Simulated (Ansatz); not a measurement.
System: diamond-structure Ge. Method: BLYP (Ansatz, a quantum-chemistry and plane-wave program, PAW).

Run with plane-wave cutoff 520 eV, 20×20×20 k mesh, Fermi–Dirac smearing 0.05 eV, perturbation theory, scalar-relativistic PAW data made under PBE.

Computed at the level's own relaxed cell.

Ge has the cubic space group Fd-3m, origin choice 1 (No. 227), the diamond structure, Pearson symbol cF8. Lattice parameters: a = 5.882 Å, b = 5.882 Å, c = 5.882 Å, α = 90.00°, β = 90.00°, γ = 90.00°. Ge on 8a sees 4 Ge at 2.547 Å (tetrahedral). (Neighbours: up to the widest gap in distance over summed covalent radii, below 1.35, at either atom.)
(The calculation used a cell of 2 atoms; values per cell refer to that cell.)

Harmonic phonon frequencies (cm⁻¹; i marks an imaginary mode):

| q point | frequencies |
|---|---|
| Γ | ___ |
| X | 78 78 209 209 227 227 |
| L | 62 62 200 201 243 243 |

Problem. What belongs in the gaps?

Solution. 
- Γ, frequencies: 0 0 0 252 252 252

Measured, for comparison: zone-centre TO phonon frequency 304 cm⁻¹ (low temperature, zero-point motion not removed; as tabulated in Tanner et al. (2021), arXiv:2110.11888). Computed (rounded) less measured: zone-centre TO phonon frequency -17 %.

No imaginary mode appears at these points.

Note: the solid has no gap at this level, which affects its response.
